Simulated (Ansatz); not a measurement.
in.yaml

```yaml
crystal:
  periodic: [false, false, false]
  atoms:
    - {symbol: Al, position_ang: [0.000000, 0.000000, 0.000000]}
    - {symbol: P, position_ang: [0.000000, 0.000000, 4.176000]}
basis:
  gaussian: {orbitals: 6-31G}
magnetization: {spin_polarized: false, initial_magnetization: 2}
correlation: {method: fci, electrons: outside_noble_gas}
```

```sh
$ ansatz run in.yaml --threads 1 --pin off --events-out ev --progress --plain --max-ram 2393MiB
```

Log:

```
483 factors; integrals over basis functions are off by at most 5.5e-8 eV
mean field evaluation 1: about -15849.0144 eV, gradient 9.8e0 eV
mean field evaluation 2: about -15849.0147 eV, gradient 9.8e0 eV
mean field evaluation 4: about -15849.7423 eV, gradient 5.3e0 eV
mean field evaluation 8: about -15850.3000 eV, gradient 7.2e-1 eV
mean field evaluation 16: about -15850.3182 eV, gradient 3.1e-3 eV
mean field evaluation 32: about -15849.1900 eV, gradient 3.2e0 eV
mean field evaluation 64: about -15849.4365 eV, gradient 2.6e0 eV
mean field evaluation 96: about -15849.5128 eV, gradient 1.8e0 eV
mean field evaluation 128: about -15849.2952 eV, gradient 1.6e0 eV
mean field evaluation 160: about -15849.3103 eV, gradient 3.7e-1 eV
mean field evaluation 192: about -15849.5936 eV, gradient 3.1e-1 eV
mean field evaluation 224: about -15849.8540 eV, gradient 2.1e0 eV
mean field -15850.31818848 eV, -582.4884496951 hartree, gradient 2.7e-6 eV, S^2 2.000000; 17 other end points of the search recorded, 0 dependent functions left out
mean field evaluation 256: about -15851.8421 eV, gradient 4.3e-2 eV
determinant -15850.31818848 eV, -582.4884496951 hartree, with singles and doubles -15853.19635997 eV, -582.5942205463 hartree
determinant -15849.60364081 eV, -582.4621905524 hartree, with singles and doubles -15851.47518660 eV, -582.5309685919 hartree
determinant -15849.36601370 eV, -582.4534579174 hartree, with singles and doubles -15851.00165430 eV, -582.5135666006 hartree
determinant -15849.31218038 eV, -582.4514795793 hartree, with singles and doubles -15851.06135475 eV, -582.5157605518 hartree
determinant -15849.05295123 eV, -582.4419530838 hartree, with singles and doubles -15850.73288546 eV, -582.5036895280 hartree
determinant -15850.31818848 eV, -582.4884496951 hartree, with singles and doubles -15853.15829363 eV, -582.5928216343 hartree
unrestricted determinant -15851.84033328 eV, -582.5443874846 hartree, S^2 2.9193
10 core orbitals not correlated: weight in the atoms' cores, before any rotation towards them, 1.000 or more for the frozen orbitals, at most 0.000 for the correlated occupied ones
reference -15850.31818848 eV, -582.4884496951 hartree; 5, 3 occupied and 11, 13 virtual orbitals, 483 factors
state -15853.24079683 eV, -582.5958535711 hartree
Total energy: -15853.24079683 eV, -582.5958535711 hartree
```

Natural occupations: 1.9852 1.9039 1.4928 0.9963 0.9963 0.5045 0.0420 0.0420 0.0089 0.0067 0.0062 0.0056 0.0056 0.0036 0.0003 0.0003.

Ran on 1 thread of Arm Neoverse V1, shared host: 10 s wall, 0.18 GiB peak host memory.
